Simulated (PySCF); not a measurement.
## 2p core levels of `OCC(Cl)(Cl)Cl`

Species: C2H3Cl3O.
Structure used (GFN2-xTB), in Å, numbered top down from 1:
```xyz
9
C2H3Cl3O angstrom
O     -1.6183   -0.1520    0.2448
C     -0.4229    0.5466    0.3182
C      0.7811   -0.3050   -0.1062
Cl     0.5545   -0.8446   -1.7921
Cl     2.2651    0.6598   -0.0113
Cl     0.9411   -1.7341    0.9286
H     -1.7614   -0.4540   -0.6626
H     -0.2959    0.8385    1.3640
H     -0.4298    1.4507   -0.3086
```

Computed, not measured: delta-SCF UKS SCAN, pcX-2 on the ionised atom, pcseg-1 elsewhere, spin-free X2C in PySCF. These are vertical core ionisation energies against the vacuum level, from separate self-consistent calculations with and without the core hole. 2p3/2 and 2p1/2 are the ΔSCF energy of one spin-free 2p hole plus the eigenvalues of a spin–orbit and ligand-field matrix of the shell. The splitting includes the ligand field, and 2p3/2 is the mean of two sublevels.

```
       atom  mean of the 2p shell (eV)  splitting (eV)
Cl4/Cl5/Cl6                    207.370           1.654
```

Task: Where do the two lines of each doublet lie?

Result: 2p3/2 = mean − splitting/3 and 2p1/2 = mean + 2 × splitting/3:

```tsv
atom	environment	2p3/2 (eV)	2p1/2 (eV)
Cl4/Cl5/Cl6	chlorine of a CCl3 group	206.82	208.47
```

Task: What are the 1s binding energies of the same atoms?

Result: Cl4/Cl5/Cl6 2829.39 eV.

Task: Which Kα1 and Kα2 emission energies and wavelengths follow?

Result: The photon carries the difference of the 1s-hole and 2p-hole states, both at the ground state's geometry; λ = 12398.42 eV Å/E.

```
       atom  Kα1 (eV)  Kα2 (eV)  λ(Kα1) (Å)  λ(Kα2) (Å)
Cl4/Cl5/Cl6   2622.57   2620.92      4.7276      4.7306
```

Task: And the 1s levels of the other atoms?

Result: C2 (carbinol carbon (C–OH)) 293.35 eV; C3 (CCl3 carbon) 295.43 eV; O1 (alcohol oxygen) 539.51 eV.

Topologically equivalent atoms share the value of their first member; where this conformer doesn't relate them by symmetry, their own values could differ. Isolated species at its GFN2-xTB geometry (one conformer only).
